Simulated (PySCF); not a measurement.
Compound: C5H7Cl.
Z-matrix (Å and degrees, PBE0-D3(BJ)/def2-SVP geometry), rows numbered from 1:
```
C 
C   1  1.3452
C   2  1.5002  1  121.83
C   2  1.4615  1  119.37  3   179.95
C   4  1.3399  2  124.67  1   179.99
Cl  5  1.7223  4  123.02  2   179.97
H   1  1.0928  2  121.35  3     0.04
H   1  1.0933  2  121.30  3  -179.98
H   3  1.1022  2  111.13  1  -120.50
H   3  1.1022  2  111.11  1   120.40
H   3  1.0980  2  111.19  1    -0.05
H   4  1.0943  2  116.96  1    -0.02
H   5  1.0917  4  123.80  2    -0.01
```

Computed with PySCF, PBE0-D3(BJ)/def2-SVP geometry optimisation, gas phase.

Masses are those of the commonest isotopes; rigid-rotor values at the optimised geometry. The values belong to one conformer with, in the numbering `[CH2:1]=[C:2]([CH3:3])/[CH:4]=[CH:5]/[Cl:6]`, C1–C2–C4–C5 180°.

Task: What are A, B and C (cm⁻¹)?

Result: Ia = 61.33, Ib = 412.19, Ic = 470.35 u·Å²; 505379 MHz·u·Å²/I gives 8240, 1226 and 1074 MHz, that is A = 0.27486, B = 0.04090, C = 0.03584 cm⁻¹.

Task: Classify the top.

Result: A near-prolate asymmetric top; Ray's κ = -0.958.

Task: Is it planar, by Δ = Ic − Ia − Ib?

Result: Not planar: Δ = Ic − Ia − Ib = -3.17 u·Å². For a rigid frame Δ = −2 Σ m c², so Σ m c² = 1.58 u·Å² lies off the ab plane, practically all of it from hydrogen. The atom farthest from that plane is 0.89 Å away.

Task: Give the other two planar moments, Paa and Pbb, and the rms extents of the mass along the axes.

Result: Paa = Σ m a² = (Ib + Ic − Ia)/2 = 410.60 and Pbb = Σ m b² = (Ia + Ic − Ib)/2 = 59.75 u·Å². With the mass M = 102.02 u, the rms extents √(P/M) along a, b and c are 2.01, 0.77, 0.12 Å.

Task: Give the coordinates in the principal-axis frame, origin at the centre of mass.

Result: The sense of each axis is arbitrary; atoms in the order of the calculation.
```
atom  mass (u)   a (Å)   b (Å)   c (Å)
  C1    12.000  -2.629   1.085   0.000
  C2    12.000  -1.697   0.115   0.000
  C3    12.000  -2.069  -1.339   0.000
  C4    12.000  -0.282   0.479   0.000
  C5    12.000   0.731  -0.397   0.001
 Cl6    34.969   2.386   0.081   0.000
  H7     1.008  -3.696   0.849   0.000
  H8     1.008  -2.348   2.142   0.000
  H9     1.008  -1.662  -1.853   0.886
 H10     1.008  -1.663  -1.852  -0.887
 H11     1.008  -3.159  -1.470   0.000
 H12     1.008  -0.045   1.548   0.000
 H13     1.008   0.597  -1.481   0.001
```

Task: List the rotational levels J(Ka,Kc) to J = 5 (K).

Result: Above 0(0,0), as E/k:
J = 1: 1(0,1) 0.110, 1(1,1) 0.447, 1(1,0) 0.454
J = 2: 2(0,2) 0.331, 2(1,2) 0.661, 2(1,1) 0.682, 2(2,1) 1.692, 2(2,0) 1.692
J = 3: 3(0,3) 0.662, 3(1,3) 0.981, 3(1,2) 1.024, 3(2,2) 2.023, 3(2,1) 2.024, 3(3,1) 3.725, 3(3,0) 3.725
J = 4: 4(0,4) 1.102, 4(1,4) 1.408, 4(1,3) 1.480, 4(2,3) 2.465, 4(2,2) 2.467, 4(3,2) 4.167, 4(3,1) 4.167, 4(4,1) 6.548, 4(4,0) 6.548
J = 5: 5(0,5) 1.652, 5(1,5) 1.941, 5(1,4) 2.050, 5(2,4) 3.017, 5(2,3) 3.021, 5(3,3) 4.719, 5(3,2) 4.719, 5(4,2) 7.101, 5(4,1) 7.101, 5(5,1) 10.163, 5(5,0) 10.163
The levels of one J sum to (2J + 1)J(J + 1)(A + B + C)/3.

Task: Predict some low-J microwave lines.

Result: The dipole components are |μa| = 1.41 D, |μb| = 0.59 D, |μc| = 0.00 D; the mirror of this Cs structure is the ab plane, so μc vanishes by symmetry and there are no c-type lines. Intensities carry the squares of the components, which stand as 1.00 : 0.18 (a : b). Some lines, for components of 0.1 D or more:

| type | branch | J(Ka,Kc) | MHz | lower level (cm⁻¹) |
| --- | --- | --- | --- | --- |
| a | Q | 2(1,1) ← 2(1,2) | 455 | 0.459 |
| a | R | 1(0,1) ← 0(0,0) | 2301 | 0.000 |
| a | R | 2(1,2) ← 1(1,1) | 4449 | 0.311 |
| a | R | 2(0,2) ← 1(0,1) | 4599 | 0.077 |
| a | R | 2(1,1) ← 1(1,0) | 4753 | 0.316 |
| b | Q | 1(1,0) ← 1(0,1) | 7166 | 0.077 |
| b | Q | 2(1,1) ← 2(0,2) | 7320 | 0.230 |
| b | R | 1(1,1) ← 0(0,0) | 9315 | 0.000 |
| b | R | 2(1,2) ← 1(0,1) | 11464 | 0.077 |
| b | Q | 2(2,0) ← 2(1,1) | 21044 | 0.474 |
| b | Q | 2(2,1) ← 2(1,2) | 21497 | 0.459 |
| b | R | 2(2,1) ← 1(1,0) | 25795 | 0.316 |
| b | R | 2(2,0) ← 1(1,1) | 25949 | 0.311 |

Task: Estimate the classical rotational partition function at 10 K, 200 K and 298.15 K.

Result: Point group Cs, symmetry number σ = 1; q = (√π/σ)·√((kT/h)³/(ABC)), k/h = 20836.6 MHz/K: 1620 at 10 K, 145000 at 200 K, 263000 at 298.15 K.

Not checked by PBE0-D3(BJ)/def2-SVP frequencies. Zero-point vibration and centrifugal distortion are left out. A rigid rotor knows nothing of internal rotation, which can split or shift real lines. Quadrupole hyperfine structure (35Cl) is left out.

On an x86-64 server with one thread, no GPU (shared host), this took 23 s wall. These figures are those of the optimisation.
